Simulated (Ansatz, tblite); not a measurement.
# How well does each level of theory give the band gap of zinc-blende AlN (metastable phase)?

Reference value: 5.34 eV (measured, temperature not stated, not corrected to a static lattice; as tabulated in Deguchi et al. (2016), arXiv:1512.06930).

```csv
level (code),value (eV),cell (Å³/atom),difference (eV)
GFN1-xTB (tblite),0.00,12.94,-5.34
LDA (Ansatz),3.24 (indirect),10.50,-2.10
PBE (Ansatz),3.32 (indirect),10.50,-2.02
rVV10 (Ansatz),3.46 (indirect),10.73,-1.88
r²SCAN+rVV10 (Ansatz),3.90 (indirect),10.39,-1.44
Hartree–Fock (Ansatz),12.04 (indirect),10.50,+6.70
G0W0@HSE06 (Ansatz),5.64 (indirect),10.50,+0.30
```

Leaving aside GFN1-xTB (doubt noted below): Of the ranked levels G0W0@HSE06 (+0.30 eV) comes nearest. Farthest off among them: Hartree–Fock (+6.70 eV). Of the ranked levels only G0W0@HSE06 lands within 1 eV.

Density-functional gaps are differences of (generalised) Kohn–Sham levels of a static lattice; semilocal ones lie below quasiparticle gaps as a rule. Measured gaps hold zero-point and thermal shifts unless a correction is named. A gap of zero means that the bands touch or overlap; how far they overlap is not shown.  GFN1-xTB: the gap is read on the k mesh or supercell of the run alone and can be too large. GFN1-xTB: the method was fitted mainly to molecules. G0W0@HSE06: GW on a hybrid start was not checked against another program. Values are at the measured cell; GFN1-xTB at the level's own relaxed cell; rVV10 at the level's own relaxed cell; r²SCAN+rVV10 at the level's own equilibrium cell. Cutoffs and k meshes differ between the levels. Ansatz's density-functional and Hartree–Fock values are scalar-relativistic unless marked +SOC, with PAW data made under PBE.

Differences are worked out from the printed values.

Ansatz is a first-principles code.
